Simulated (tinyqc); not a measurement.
Worked calculation: CIS on RHF in the sto-3g basis, for H2O, spin multiplicity 1. One step of it, computed by the program tinyqc.

Question. CIS matrix, singlets. A(ia,jb) = (e_a - e_i) d_ij d_ab + 2 (ia|jb) - (ij|ab).

orbital energies (hartree): MO1 -20.278642, MO2 -1.202062, MO3 -0.516090, MO4 -0.447886, MO5 -0.392973, MO6 0.456029, MO7 0.526012

Two-electron integrals over orbitals (pq|rs), unique and non-zero (hartree):
```
(11|11) 4.747330    (21|11) -0.431752   (21|21) 0.062026    (22|11) 1.025176
(22|21) -0.015667   (22|22) 0.726188    (31|31) 0.011055    (32|31) 0.017156
(32|32) 0.127063    (33|11) 0.764917    (33|21) -0.004955   (33|22) 0.614142
(33|33) 0.589725    (41|11) 0.165138    (41|21) -0.022083   (41|22) 0.012019
(41|33) 0.005535    (41|41) 0.023058    (42|11) -0.154550   (42|21) 0.008008
(42|22) -0.029953   (42|33) 0.002222    (42|41) 0.017235    (42|42) 0.129321
(43|31) -0.002771   (43|32) 0.026586    (43|43) 0.058825    (44|11) 0.903799
(44|21) -0.010609   (44|22) 0.649644    (44|33) 0.559894    (44|41) -0.007617
(44|42) -0.086133   (44|44) 0.672385    (51|51) 0.025945    (52|51) 0.033387
(52|52) 0.151744    (53|53) 0.026532    (54|51) -0.011877   (54|52) -0.044515
(54|54) 0.046474    (55|11) 1.115363    (55|21) -0.012238   (55|22) 0.756821
(55|33) 0.601128    (55|41) 0.004674    (55|42) -0.084093   (55|44) 0.673447
(55|55) 0.880159    (61|11) -0.182498   (61|21) 0.028008    (61|22) -0.001596
(61|33) 0.000922    (61|41) 0.003870    (61|42) 0.021188    (61|44) -0.014906
(61|55) -0.004977   (61|61) 0.025279    (62|11) 0.252869    (62|21) -0.005645
(62|22) 0.128139    (62|33) 0.067534    (62|41) 0.018473    (62|42) 0.035319
(62|44) 0.053000    (62|55) 0.134862    (62|61) 0.012008    (62|62) 0.094790
(63|31) 0.002850    (63|32) -0.030209   (63|43) -0.037351   (63|63) 0.069704
(64|11) 0.286828    (64|21) -0.004033   (64|22) 0.136059    (64|33) 0.053132
(64|41) 4.46e-06    (64|42) -0.059661   (64|44) 0.131736    (64|55) 0.160493
(64|61) -0.003155   (64|62) 0.055545    (64|64) 0.109870    (65|51) 0.012096
(65|52) 0.047946    (65|54) 0.007467    (65|65) 0.033830    (66|11) 0.795004
(66|21) -0.007772   (66|22) 0.598140    (66|33) 0.548827    (66|41) 0.016835
(66|42) 0.041722    (66|44) 0.548149    (66|55) 0.583872    (66|61) 0.009207
(66|62) 0.094231    (66|64) 0.058887    (66|66) 0.585144    (71|31) 0.014153
(71|32) 0.021049    (71|43) -0.003582   (71|63) 0.003134    (71|71) 0.018142
(72|31) 0.014992    (72|32) 0.056152    (72|43) -0.031578   (72|63) 0.029307
(72|71) 0.018432    (72|72) 0.068094    (73|11) 0.371377    (73|21) -0.006968
(73|22) 0.167366    (73|33) 0.089962    (73|41) -0.000261   (73|42) -0.081977
(73|44) 0.130798    (73|55) 0.204659    (73|61) -0.005648   (73|62) 0.064214
(73|64) 0.110601    (73|66) 0.048347    (73|73) 0.164835    (74|31) -0.008222
(74|32) -0.072759   (74|43) -0.018850   (74|63) 0.055318    (74|71) -0.010574
(74|72) -0.015666   (74|74) 0.074274    (75|53) 0.023807    (75|75) 0.024296
(76|31) 0.006999    (76|32) 0.079416    (76|43) 0.064607    (76|63) -0.060491
(76|71) 0.008797    (76|72) -0.005758   (76|74) -0.062341   (76|76) 0.108268
(77|11) 0.814211    (77|21) -0.008363   (77|22) 0.599333    (77|33) 0.575888
(77|41) 0.003800    (77|42) -0.015107   (77|44) 0.564663    (77|55) 0.597084
(77|61) -0.002804   (77|62) 0.057025    (77|64) 0.049615    (77|66) 0.548040
(77|73) 0.087096    (77|77) 0.584364
```

Give: CIS matrix A, singlet.

Answer.

CIS matrix A, singlet (hartree), lower triangle:
```
        1>6     1>7    2>6     2>7    3>6    3>7    4>6    4>7
1>6  19.990
1>7   0.000  20.027
2>6   0.032   0.000  1.250
2>7   0.000   0.045  0.000   1.265
3>6   0.000  -0.001  0.000  -0.021  0.563
3>7  -0.018   0.000  0.049   0.000  0.000  0.796
4>6  -0.023   0.000  0.069   0.000  0.000  0.157  0.576
4>7   0.000  -0.025  0.000  -0.016  0.046  0.000  0.000  0.558
5>6   0.000   0.000  0.000   0.000  0.000  0.000  0.000  0.000
5>7   0.000   0.000  0.000   0.000  0.000  0.000  0.000  0.000

       5>6    5>7
5>6  0.333
5>7  0.000  0.370
```
